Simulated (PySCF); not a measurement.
An unknown is described by computed data only.

Formula: C2H6Mg.

* UV, strongest line: among the 10 lowest singlet transitions: S3 at 5.16 eV (241 nm, f = 0.327) [TDDFT B3LYP/def2-SVPD]
* Rotational structure: rotational constants A, B, C: 79.854, 3.437, 3.437 GHz [PBE0-D3(BJ)/def2-SVP]
* Dipole: 0.03 D [B3LYP/def2-SVPD]
* 1H NMR: chemical shifts (computed TMS as zero) by class: -0.95 (6 H) ppm [GIAO KT2/pcSseg-1]
* NMR, other nuclei: isotropic shieldings of nuclei other than C and H, by class: 403 (1 Mg) ppm [GIAO KT2/pcSseg-1]
* XPS: C1s 288.9 (×2), Mg1s 1310.4 eV [ΔSCF SCAN, pcX-2 on the ionised atom, pcseg-1 elsewhere, spin-free X2C]
* UV, first state: lowest singlet excitation: 5.07 eV (245 nm, f = 0.004 summed over 2 states within 0.01 eV) [TDDFT B3LYP/def2-SVPD]
* 13C NMR: chemical shifts (computed TMS as zero) by class: -20.6 (2 C) ppm [GIAO KT2/pcSseg-1]

Electronic properties: PySCF, gas phase, density fitting. Levels stand in brackets. Geometry: PBE0-D3(BJ)/def2-SVP; no solvent, vibrations or thermal averaging. NMR values are class means; diastereotopic atoms form classes of their own.

Q: What is the compound? Reason from the data.

A: 2 carbons fall into 1 class: carbon bonded to Mg and 3 H (-20.6 ppm, 2 C). All hydrogens form one class (-0.95 ppm): hydrogen on carbon. The other shieldings belong to: 403 ppm, magnesium bonded to 2 C. The core levels belong to: C1s 288.9 eV, carbon bonded to Mg and 3 H; Mg1s 1310.4 eV, magnesium bonded to 2 C. By its constants the optimised geometry is a nearly prolate symmetric top. Structure: MgMe2 (`[CH3][Mg][CH3]`). The assignments are read from this structure; whether some other isomer fits the data as well wasn't checked.
